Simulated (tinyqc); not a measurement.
Worked calculation: Pariser-Parr-Pople SCF with singles CI, for the molecule C=CC=C[CH2+] (SMILES; centres numbered as the heavy atoms are written). One step of it, computed by the program tinyqc.

Problem. Singles CI, singlets. Over the 6 single excitations with the smallest orbital gaps: A = (e_a - e_i) delta + 2 (ia|jb) - (ij|ab), with (pq|rs) = sum c_mp c_mq gamma_mn c_nr c_ns. f = 2/3 w |mu|^2 in atomic units, mu = sqrt2 sum c_ia sum_m c_mi c_ma R_m.

orbital energies (eV): -18.579280  -15.926038  -7.686246  -4.375331  -2.434333

coefficients:
```
         MO1        MO2        MO3        MO4        MO5
1C  0.299753   0.456984  -0.550491   0.539598   0.327274
2C  0.507440   0.539598  -0.016295  -0.456984  -0.492178
3C  0.552545   0.000000   0.627208   0.000000   0.548913
4C  0.507440  -0.539598  -0.016295   0.456984  -0.492178
5C  0.299753  -0.456984  -0.550491  -0.539598   0.327274
```

repulsion gamma_rs (eV):
```
           1C         2C         3C         4C         5C
1C  10.740000   7.427060   5.196622   3.655701   2.861666
2C   7.427060  10.740000   7.429457   5.198264   3.655701
3C   5.196622   7.429457  10.740000   7.429457   5.196622
4C   3.655701   5.198264   7.429457  10.740000   7.427060
5C   2.861666   3.655701   5.196622   7.427060  10.740000
```

Centres (angstrom, eV; a flat drawing with bonds scaled to 1.40 angstrom):
```
centre          x          y  core charge z         W   gamma_rr
1C      -2.425000  -0.280000              1  9.970000  10.740000
2C      -1.212000   0.420000              1  9.970000  10.740000
3C       0.000000  -0.280000              1  9.970000  10.740000
4C       1.212000   0.420000              1  9.970000  10.740000
5C       2.425000  -0.280000              1  9.970000  10.740000
```

Give: singlet CI matrix; singlet excitation energies; oscillator strengths.

Solution.

singlet CI matrix (eV):
```
        2>3     1>3     2>4     2>5     1>4     1>5
2>3   4.066   0.000   0.000  -0.308   0.846   0.000
1>3   0.000   5.934   0.091   0.000   0.000  -0.526
2>4   0.000   0.091   6.906   0.000   0.000  -0.889
2>5  -0.308   0.000   0.000   7.935  -0.705   0.000
1>4   0.846   0.000   0.000  -0.705   8.714   0.000
1>5   0.000  -0.526  -0.889   0.000   0.000   9.979
```

singlet excitation energies (eV): 3.908  5.866  6.670  7.526  9.280  10.282

oscillator strengths: 1.079  0.005  0.206  0.022  0.005  0.109
